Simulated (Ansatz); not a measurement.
## Relative stability

Two relaxed structures of CH₅Si₂ (charge +1), closed shell (PBE0-D4/def2-TZVP; forces vanish, vibrations not checked).

A:

```xyz
8
angstrom
C -0.8370 0.3487 -0.7630
Si 0.8638 0.9490 -0.0923
Si -0.2817 -0.9575 0.3829
H -1.1086 0.1999 -1.8079
H -1.5750 1.0115 -0.2817
H 0.8130 2.0559 0.8775
H 2.0978 0.7217 -0.8666
H -0.7691 -2.3576 0.4803
```

B:

```
8
angstrom
C -1.0798 0.8300 -0.7969
Si 0.2889 0.8646 0.2683
Si 0.8705 -1.2704 0.6119
H -1.4808 -0.1124 -1.1589
H -1.6013 1.7140 -1.1548
H 0.9609 2.0349 0.8522
H 1.9798 -1.7627 1.4519
H 0.0618 -2.2980 -0.0738
```

Ansatz 0.2.0; basis: def2-TZVPP; cores frozen in the correlated methods. B3LYP uses VWN-RPA correlation.

Task: Which structure is lower at CCSD(T), and by how much? (To be estimated.)

Result: Computed: A, by 3.79 kcal/mol (electronic energy, against the other). By their contacts, A is CH₅Si₂ ([CH2]1[SiH][SiH2]1), total charge +1 and B is CH₅Si₂ ([CH2][SiH][SiH2]), total charge +1.

All methods give the same order:

```tsv
method	E(B) − E(A) (kcal/mol)
PBE-D4	4.69
r2SCAN-D4	5.65
PBE0-D4	8.06
B3LYP-D4	2.92
wB97M-V	10.30
HF	7.60
MP2	6.46
CCSD	6.10
CCSD(T)	3.79
```

T1 diagnostic: at most 0.020. The restricted Hartree–Fock reference is unstable towards an unrestricted one at one or more of these structures.

Labels in which every atom is bracketed show which atoms are joined, not bond orders.

For scale, one of the runs: CCSD(T)/def2-TZVPP, 185 basis functions, launched by `ansatz run in.yaml --threads 2 --pin off --events-out ev --progress --plain --max-ram 4352MiB`. Hardware: 2 CPU threads of an Arm Neoverse V1, shared host. Wall time 28 s; peak host memory 1.6 GiB.
